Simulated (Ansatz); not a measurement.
Chalcopyrite CdGeAs₂ was calculated with LDA (Ansatz, a quantum-chemistry and plane-wave program, PAW).

Run with plane-wave cutoff 520 eV, 8×8×8 k mesh, Fermi–Dirac smearing 0.01 eV, scalar-relativistic PAW data made under PBE.

Shape and atoms are relaxed at each volume.

Pressure at four volumes; x = ln(V/24.206 Å³). One pressure is withheld.

```tsv
V (Å³/atom)	x	P (GPa)
23.237	-0.0409	?
23.721	-0.0202	1.39
24.206	0.0000	0.00
25.174	0.0392	-2.35
```

Question: Pass a parabola P(x) through the three rows shown, estimate the bulk modulus and its pressure derivative near zero pressure, and predict the withheld pressure.

Answer: Slopes between the rows: (0.00 − (1.39))/(0.0000 − (-0.0202)) = -68.81 and (-2.35 − (0.00))/(0.0392 − (0.0000)) = -59.95 GPa. Their difference over the span 0.0594 is c = 8.86/0.0594 = 149.2 GPa, so P(x) = 1.39 + (-68.81)(x − (-0.0202)) + 149.2 (x − (-0.0202))(x − (0.0000)). At the middle row B = −dP/dx = −[-68.81 + 149.2 × 0.0202] = 65.8 GPa, and B′ = dB/dP = 2c/B = 4.5. At x = -0.0409 the parabola gives 2.94 GPa; the run gives 2.95 GPa. The Birch–Murnaghan fit to the energies at all volumes has B0 = 65.7 GPa and B′ = 4.7.

Measured, for comparison: bulk modulus 69.9 GPa (temperature not stated, no zero-point or thermal correction; as tabulated in Toher et al. (2017), arXiv:1611.05714). Computed less measured: bulk modulus -6 %.

Note: this level leaves the solid without a gap, although one is measured.
